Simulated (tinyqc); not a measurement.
Worked calculation: FCI on RHF in the sto-3g basis, frozen core, for LiH, spin multiplicity 1. One step of it, computed by the program tinyqc.

Question. FCI: roots. Diagonalise (each vector has its largest component positive (the first on a tie)); all determinants have Ms = 0, so triplets appear too. The lowest singlet root is the correlation energy.

Occupation strings over the orbitals (2 doubly, a alpha, b beta, 0 empty; spin orbitals ordered 1a 1b 2a 2b ...): 220000 2ab000 2a000b 2ba000 2b000a 202000 20a00b 200200 200020 20b00a 200002

H - E(HF) between determinants (hartree):
```
           220000     2ab000     2a000b     2ba000     2b000a     202000     20a00b     200200
220000   0.000000   0.000000   0.000000   0.000000   0.000000   0.011955  -0.033272   0.024115
2ab000   0.000000   0.159062   0.017591  -0.011955   0.033272   0.052456   0.008248   0.019201
2a000b   0.000000   0.017591   0.539769   0.033272  -0.122774   0.008248   0.004688  -0.019487
2ba000   0.000000  -0.011955   0.033272   0.159062   0.017591  -0.052456   0.142243  -0.019201
2b000a   0.000000   0.033272  -0.122774   0.017591   0.539769  -0.008248   0.030896   0.019487
202000   0.011955   0.052456   0.008248  -0.052456  -0.008248   0.698273   0.104523   0.041329
20a00b  -0.033272   0.008248   0.004688   0.142243   0.030896   0.104523   0.751457  -0.013884
200200   0.024115   0.019201  -0.019487  -0.019201   0.019487   0.041329  -0.013884   0.669976
200020   0.024115   0.019201  -0.019487  -0.019201   0.019487   0.041329  -0.013884   0.016869
20b00a   0.033272   0.142243   0.030896   0.008248   0.004688  -0.104523  -0.026293   0.013884
200002   0.122774  -0.030896   0.008261   0.030896  -0.008261   0.026293   0.025020   0.019396

           200020     20b00a     200002
220000   0.024115   0.033272   0.122774
2ab000   0.019201   0.142243  -0.030896
2a000b  -0.019487   0.030896   0.008261
2ba000  -0.019201   0.008248   0.030896
2b000a   0.019487   0.004688  -0.008261
202000   0.041329  -0.104523   0.026293
20a00b  -0.013884  -0.026293   0.025020
200200   0.016869   0.013884   0.019396
200020   0.669976   0.013884   0.019396
20b00a   0.013884   0.751457  -0.025020
200002   0.019396  -0.025020   1.116038
```

Give: lowest roots of this matrix, relative to E(HF); lowest vectors; <S^2> of these roots; weight of the ground state by excitation level 0, 1, 2, ....

Answer.

lowest roots of this matrix, relative to E(HF) (hartree): -0.0185  0.1048  0.1210  0.4162  0.5630  0.6531  0.6703  0.7442

lowest vectors:
```
         root 1   root 2   root 3   root 4
220000   0.9889   0.0000  -0.0670   0.0000
2ab000   0.0350   0.6824   0.6734   0.0680
2a000b   0.0029  -0.0929   0.0277   0.6947
2ba000  -0.0350   0.6824  -0.6734   0.0680
2b000a  -0.0029  -0.0929  -0.0277   0.6947
202000  -0.0301   0.0000  -0.1791   0.0000
20a00b   0.0536  -0.1602   0.1609  -0.1131
200200  -0.0288   0.0000  -0.0216   0.0000
200020  -0.0288   0.0000  -0.0216   0.0000
20b00a  -0.0536  -0.1602  -0.1609  -0.1131
200002  -0.1058   0.0000   0.0471   0.0000
```

<S^2> of these roots: 0.0000  2.0000  0.0000  2.0000  0.0000  0.0000  0.0000  0.0000

weight of the ground state by excitation level 0, 1, 2, ...: 0.9780  0.0025  0.0195
